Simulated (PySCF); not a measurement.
Two-photon absorption: SMILES CSC(F)(F)F, C$_{2}$H$_{3}$F$_{3}$S

Molfile (atoms numbered from 1):
```
C2H3F3S
     RDKit          3D

  9  8  0  0  0  0  0  0  0  0999 V2000
   -1.1193    0.1534   -0.7623 C   0  0  0  0  0  0  0  0  0  0  0  0
    0.2897    1.1479   -0.2492 S   0  0  0  0  0  0  0  0  0  0  0  0
    1.0963   -0.0681    0.7994 C   0  0  0  0  0  0  0  0  0  0  0  0
    1.4255   -1.1852    0.1416 F   0  0  0  0  0  0  0  0  0  0  0  0
    2.2130    0.4696    1.2838 F   0  0  0  0  0  0  0  0  0  0  0  0
    0.3394   -0.4486    1.8350 F   0  0  0  0  0  0  0  0  0  0  0  0
   -1.7244    0.8024   -1.3952 H   0  0  0  0  0  0  0  0  0  0  0  0
   -0.7973   -0.7109   -1.3410 H   0  0  0  0  0  0  0  0  0  0  0  0
   -1.7118   -0.1554    0.0977 H   0  0  0  0  0  0  0  0  0  0  0  0
  1  2  1  0
  2  3  1  0
  3  4  1  0
  3  5  1  0
  3  6  1  0
  1  7  1  0
  1  8  1  0
  1  9  1  0
M  END
```

Level of theory: PySCF, TDDFT CAM-B3LYP/def2-TZVPD excited states, vertical, gas phase. Geometry: PBE0-D3(BJ)/def2-TZVP.

Problem. Give the one- and two-photon strengths of the lowest singlets.

Solution. δ for parallel linear polarisation; σ at the peak of a Lorentzian of half width 0.1 eV, single beam; Ω is circular over linear.
```
state  E (eV)      f  photon λ (nm)  δ (au)  σ (GM)     Ω                                main
   S1    5.52  0.000            449    1.81    0.02  1.50    HOMO→LUMO 0.58, HOMO→LUMO+4 0.24
   S2    6.91  0.036            359    39.7    0.69  1.50    HOMO→LUMO+1 0.59, HOMO→LUMO 0.25
   S3    7.24  0.000            342    3.21    0.06  1.50  HOMO→LUMO+4 0.36, HOMO→LUMO+2 0.26
   S4    7.78  0.035            319     200    4.44  0.38                    HOMO→LUMO+3 0.93
   S5    7.80  0.002            318    34.1    0.76  1.17  HOMO→LUMO+2 0.56, HOMO→LUMO+4 0.23
   S6    8.19  0.005            303     6.3    0.15  1.35  HOMO→LUMO+6 0.51, HOMO−1→LUMO 0.20
```
